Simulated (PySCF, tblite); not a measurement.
**A complex of alane and ammonia**

A gas-phase complex of alane and ammonia; neutral, singlet. The structure comes from a short search (6 tight-binding starts) and was relaxed by PBE0-D3(BJ)/def2-TZVPD; another way of binding may lie lower. Frequencies by PBE0-D3(BJ)/def2-TZVPD show no clear imaginary mode.

```csv
part,name,SMILES,atoms,charge,multiplicity
1,alane,[AlH3],1–4,0,1
2,ammonia,N,5–8,0,1
```

```
atom  part   x (Å)   y (Å)   z (Å)
 Al1     1   0.335  -0.058  -0.206
  H2     1   0.568   1.304  -1.020
  H3     1   0.670  -0.049   1.362
  H4     1  -0.841  -1.028  -0.706
  N5     2   1.958  -1.128  -0.888
  H6     2   2.821  -0.621  -0.723
  H7     2   1.888  -1.304  -1.884
  H8     2   2.030  -2.024  -0.418
```

```json
{"contact": "Al1···N5", "kind (by geometry)": "bond", "distance (Å)": "2.059", "angle (°)": "-"}
```

The parts are joined by the bond Al1–N5, so these are energies of forming such bonds; deforming the relaxed parts to their shape in the adduct costs 4.1 kcal/mol, which the interaction energies leave out.

Interaction energies are complex less parts, with the parts frozen as they stand in it; counterpoise-corrected, in kcal/mol (PySCF). The CCSD(T) estimate is Hartree-Fock/aug-cc-pVQZ, plus the MP2 correlation part extrapolated as X⁻³ from aug-cc-pVTZ and aug-cc-pVQZ, plus CCSD(T) less MP2 in aug-cc-pVDZ; noble-gas cores are frozen. It isn't the exact limit.

(1) How strongly do the parts interact, level by level?

(2) What holds them together? Decompose the wB97M-D3(BJ)/def2-TZVPD energy: frozen parts, their antisymmetrised product, then relaxation.

The parts were also relaxed and run alone, at the levels used for the complex: shieldings by PBE0/pcSseg-2; core levels by delta-SCF with SCAN, pcX-2 on the ionised atom and pcseg-1 elsewhere, spin-free X2C (2p3/2 is the spin-free 2p value less a third of a first-order spin-orbit splitting).

Values alone: shielding of Al1 (ppm): 277.7; shielding of N5 (ppm): 263.7; Al1 2p3/2 core level (eV): 81.02; N5 1s core level (eV): 405.54.

(3) How do these values change when the complex forms?

(4) What are the binding energy from relaxed parts (wB97M-D3(BJ)/def2-TZVPD), and ΔH and ΔG of association at 298.15 K and 1 atm?

## Answers

(1) 
| level | interaction | superposition error removed |
| --- | --- | --- |
| Hartree-Fock/aug-cc-pVQZ | -31.00 | - |
| wB97M-D3(BJ)/def2-TZVPD | -33.29 | -0.31 |
| PBE0-D3(BJ)/def2-TZVPD | -34.47 | -0.28 |
| MP2/aug-cc-pVQZ | -33.71 | -0.33 |
| CCSD(T), estimated basis limit | -33.49 | - |

(2) electrostatic -62.5, Pauli repulsion +59.7, orbital relaxation -29.2, dispersion correction -1.6 kcal/mol, which sum to the value before the counterpoise correction; the Pauli term holds the exchange-correlation of the frozen density too. Of the attraction, 67 % is electrostatic, 31 % is orbital relaxation, 2 % is dispersion correction.

(3) 
```
                 property   alone  in the complex  change
   shielding of Al1 (ppm)   277.7           425.4  +147.7
    shielding of N5 (ppm)   263.7           238.2   -25.5
Al1 2p3/2 core level (eV)   81.02           79.02   -2.00
    N5 1s core level (eV)  405.54          407.91   +2.37
```

(4) -29.19 kcal/mol, -25.43 with zero-point energy; ΔH -26.7 and ΔG -17.4 kcal/mol, from harmonic vibrations by PBE0-D3(BJ)/def2-TZVPD with low modes damped.
